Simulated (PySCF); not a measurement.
## Two-dimensional NMR puzzle

Compound of formula C4H9F. Correlations simulated from computed shifts and couplings:

HSQC (one-bond C–H):
| δH | δC | ¹J(C,H) (Hz) |
| --- | --- | --- |
| 4.43 | 92.9 | 152 |
| 1.88 | 33.9 | 136 |
| 0.95 | 20.0 | 132 |

COSY cross peaks (|J| ≥ 2 Hz):
| δH | δH | abs. J (Hz) | bonds |
| --- | --- | --- | --- |
| 4.43 | 1.88 | 5.8 | 3 |
| 1.88 | 0.95 | 7.0 | 3 |

HMBC (two and three bonds, |J| ≥ 2.5 Hz):
| δH | δC [abs. J in Hz] |
| --- | --- |
| 4.43 | 20.0 [3.7] |
| 1.88 | 92.9 [5.9] |
| 0.95 | 92.9 [6.2], 33.9 [3.6], 20.0 [5.7] |

Method: structure optimised with GFN2-xTB, couplings computed with B3LYP/pcJ-1 (spin–dipole term only in couplings to heteroatoms), PBE0/pcSseg-1 with gauge-including orbitals, in PySCF 2.14 (relativity neglected, one computed conformer, rapidly exchanging positions averaged, no solvent model).

Scale: ¹H (σ = 31.72 ppm), ¹³C (σ = 186.93 ppm) vs TMS (reference shieldings calculated alike).

Exchangeable hydrogens are left out of these lists, and C,H couplings along chains are those of one rotamer, so weak HMBC peaks may be missing or extra.

Task: Work out the connectivity.

Result: (CH3)2CHCH2F (CC(C)CF).

Atom-mapped SMILES (the numbers label the heavy atoms): `[CH3:1][CH:2]([CH3:3])[CH2:4][F:5]`. Each H is labelled by its parent atom.

1. δC 92.9 is C4, an sp3 CH2 bonded to F (δH 4.43).
2. δC 33.9 is C2, an sp3 CH (δH 1.88).
3. δC 20.0 is C1/C3, a methyl carbon (δH 0.95).
4. COSY links 4.43–1.88, 1.88–0.95.

Common functionals overestimate the size of one-bond C–F couplings by tens of Hz; these are unscaled. Unscaled 3J(H,H) at this level run about 10 % above measured values. Shifts are as computed. Against solution values, carbons near 30 ppm lie about +3 ppm off and those near 130 ppm about +5 ppm. Of 1211 compounds with measured shifts, 218 miss one by over three times the rms of a fit or turn the order of signals round; such compounds aren't used in these exercises. Across freely rotating sp3–sp3 bonds, 3J(H,H) is taken as (2 J gauche + J anti)/3 from the one conformer, which assumes equal rotamer populations. 3J across rotatable bonds or in flexible rings reflects this conformer alone.
